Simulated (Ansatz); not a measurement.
α-phase Ga: properties by level of theory

Reference values: cohesive energy 2.81 eV/atom (measured, 0 K, copied from a table, unchecked, 0 K, 1 atm; zero-point vibration energy not added; as tabulated in Kittel's textbook).

```
level (code)     equilibrium volume per atom (Å³/atom)  bulk modulus (GPa)  cohesive energy (eV/atom)
---------------  -------------------------------------  ------------------  -------------------------
LDA (Ansatz)                                     18.36                66.8                       3.44
PBEsol (Ansatz)                                  19.06                60.6                       3.07
rVV10 (Ansatz)                                   21.06                41.8                       2.76
```

Ansatz's density-functional and Hartree–Fock values are scalar-relativistic unless marked +SOC, with PAW data made under PBE.

Free atoms are spin-polarised, in the lowest state found; at levels without +SOC their spin–orbit coupling is left out.

The computed numbers hold no vibrational or temperature effects.

Ansatz is an electronic-structure program.
